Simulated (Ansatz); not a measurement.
HSO (SMILES [O-]S) (charge -1), singlet: a relaxation.

in.yaml

```yaml
crystal:
  periodic: [false, false, false]
  atoms:
    - {symbol: O, position_ang: [-0.011205, 1.313137, 0.134566]}
    - {symbol: S, position_ang: [-0.433536, -0.293206, -0.322623]}
    - {symbol: H, position_ang: [0.465457, -1.127708, 0.098941]}
basis:
  gaussian: {orbitals: def2-TZVP}
total_charge: -1
hamiltonian: {xc: hf}
relax: {f_tol: 0.2, max_steps: 5, max_displacement: 0.05}
```

Command:

```bash
ansatz run in.yaml --threads 2 --pin off --events-out ev --progress --plain --max-ram 3481MiB
```

Output of Ansatz 0.2.0:

```
Functional definition: HF
  name "HF"
  cite "Fock, Z. Phys. 61, 126 (1930) doi:10.1007/BF01340294"
  parent pbe
  exchange = exact_x
  correlation = 0
548 factors; their error is unknown
mean field evaluation 1: about -12868.2954 eV, gradient 2.2e1 eV
mean field evaluation 2: about -12869.3943 eV, gradient 9.7e0 eV
mean field evaluation 4: about -12869.5887 eV, gradient 1.2e0 eV
mean field evaluation 8: about -12869.7252 eV, gradient 3.6e-1 eV
mean field -12869.72532432 eV, -472.9536822557 hartree, gradient 1.5e-5 eV, S^2 0.000000; 0 other end points of the search recorded, 0 dependent functions left out
the calculation of the forces begins
reference -12869.72532432 eV, -472.9536822557 hartree; 13, 13 occupied and 61, 61 virtual orbitals, 548 factors
relax step   1: F+E_penalty+E_count = -12869.72532432 eV  Δ(F+E_penalty+E_count) = +0.000e0 eV  max|allowed force component| = 3.662e0 eV/Å  Δτ_max = 0.0000 Å  (39 SCF iters, accepted)
these checks for a lower state are left out or cut short: starts, cluster_reference, orbital_swaps, neighbouring_geometries, increment
548 factors; their error is unknown
mean field evaluation 16: about -12869.7544 eV, gradient 3.8e0 eV
mean field -12869.94052615 eV, -472.9615907771 hartree, gradient 2.2e-5 eV, S^2 0.000000; 0 other end points of the search recorded, 0 dependent functions left out
the calculation of the forces begins
reference -12869.94052615 eV, -472.9615907771 hartree; 13, 13 occupied and 61, 61 virtual orbitals, 548 factors
relax step   2: F+E_penalty+E_count = -12869.94052615 eV  Δ(F+E_penalty+E_count) = -2.152e-1 eV  max|allowed force component| = 2.756e0 eV/Å  Δτ_max = 0.0487 Å  (36 SCF iters, accepted)
these checks for a lower state are left out or cut short: starts, cluster_reference, orbital_swaps, neighbouring_geometries, increment
548 factors; their error is unknown
mean field -12870.12188066 eV, -472.9682554325 hartree, gradient 2.4e-5 eV, S^2 0.000000; 0 other end points of the search recorded, 0 dependent functions left out
the calculation of the forces begins
reference -12870.12188066 eV, -472.9682554325 hartree; 13, 13 occupied and 61, 61 virtual orbitals, 548 factors
relax step   3: F+E_penalty+E_count = -12870.12188066 eV  Δ(F+E_penalty+E_count) = -1.814e-1 eV  max|allowed force component| = 1.079e0 eV/Å  Δτ_max = 0.0487 Å  (39 SCF iters, accepted)
these checks for a lower state are left out or cut short: starts, cluster_reference, orbital_swaps, neighbouring_geometries, increment
548 factors; their error is unknown
mean field evaluation 32: about -12870.0097 eV, gradient 5.7e-2 eV
mean field -12870.14359505 eV, -472.9690534216 hartree, gradient 1.3e-5 eV, S^2 0.000000; 0 other end points of the search recorded, 0 dependent functions left out
the calculation of the forces begins
reference -12870.14359505 eV, -472.9690534216 hartree; 13, 13 occupied and 61, 61 virtual orbitals, 548 factors
relax step   4: F+E_penalty+E_count = -12870.14359505 eV  Δ(F+E_penalty+E_count) = -2.171e-2 eV  max|allowed force component| = 4.200e-1 eV/Å  Δτ_max = 0.0354 Å  (32 SCF iters, accepted)
these checks for a lower state are left out or cut short: starts, cluster_reference, orbital_swaps, neighbouring_geometries, increment
548 factors; their error is unknown
mean field -12870.14510027 eV, -472.9691087371 hartree, gradient 2.5e-5 eV, S^2 0.000000; 0 other end points of the search recorded, 0 dependent functions left out
the calculation of the forces begins
reference -12870.14510027 eV, -472.9691087371 hartree; 13, 13 occupied and 61, 61 virtual orbitals, 548 factors
relax step   5: F+E_penalty+E_count = -12870.14510027 eV  Δ(F+E_penalty+E_count) = -1.505e-3 eV  max|allowed force component| = 2.282e-1 eV/Å  Δτ_max = 0.0091 Å  (33 SCF iters, accepted)
Error: geometry relaxation did not converge after 5 steps: max|allowed force component| = 2.28e-1 eV/Å (threshold 2.0e-1). Raise `relax.max_steps` over both its present limit and 5, loosen `relax.f_tol`, or start from a geometry closer to equilibrium. Where this run's directory can be resumed (`checkpoint.write`), a resume goes on for up to `relax.max_steps` more
```

The run took about 3.7 s on 2 CPU threads of an AMD EPYC (shared host).


The run did not converge within its limit.